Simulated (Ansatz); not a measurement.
# SOF2: basis-set convergence

How large a basis does SOF2 need? Two functionals are run in growing sets.

The runs use Ansatz 0.2.0, Gaussian basis; one geometry, several basis sets.

The runs, in order: PBE0-D4/def2-SVP; ωB97M-V/def2-SVP; PBE0-D4/def2-QZVPP; ωB97M-V/def2-QZVPP; the functionals' def2-TZVPP values are taken from earlier runs.

## 1. The geometry

The geometry comes from an earlier relaxation with PBE0-D4 in a triple-zeta def2 set; it is a stationary point.

SMILES `O=S(F)F`, 4 atoms, charge 0, spin multiplicity 1.

Atoms are counted from 1 here; the program's logs count them from 0.

Bond lengths: O1–S2 1.419 Å, S2–F3 1.588 Å, S2–F4 1.588 Å. Angles: O1–S2–F3 106.5°, O1–S2–F4 106.5°, F3–S2–F4 93.0°.

## 2. PBE0-D4 in def2-SVP

Contents of in.yaml:

```yaml
crystal:
  periodic: [false, false, false]
  atoms:
    - {symbol: O, position_ang: [0.932398, 0.066621, -1.017848]}
    - {symbol: S, position_ang: [-0.151269, -0.426192, -0.245659]}
    - {symbol: F, position_ang: [-1.124430, 0.804198, 0.000357]}
    - {symbol: F, position_ang: [0.343312, -0.444627, 1.263140]}
basis:
  gaussian: {orbitals: def2-SVP}
hamiltonian: {xc: pbe0, dispersion: d4}
output: {orbitals: {seedname: orbitals}}
```

The runs that follow: ωB97M-V in def2-SVP; PBE0-D4 in def2-QZVPP; ωB97M-V in def2-QZVPP.

Q: Predict the results of all the runs planned. Wanted: PBE0-D4: double and triple zeta above quadruple; ωB97M-V: double and triple zeta above quadruple.

**Answer**, as computed:

```
                                       quantity           value
PBE0-D4: double and triple zeta above quadruple  15.17, 0.82 eV
ωB97M-V: double and triple zeta above quadruple  15.33, 0.78 eV
```

**Reading.** PBE0-D4 gains 14.35 eV from double to triple zeta, then 0.82 eV more. These are total energies; as a rule much of such shifts cancels in differences, which this series doesn't test. The LUMO of ωB97M-V is positive and keeps falling with the basis (1.58 to 1.00 eV): an unbound level that the basis holds in place.
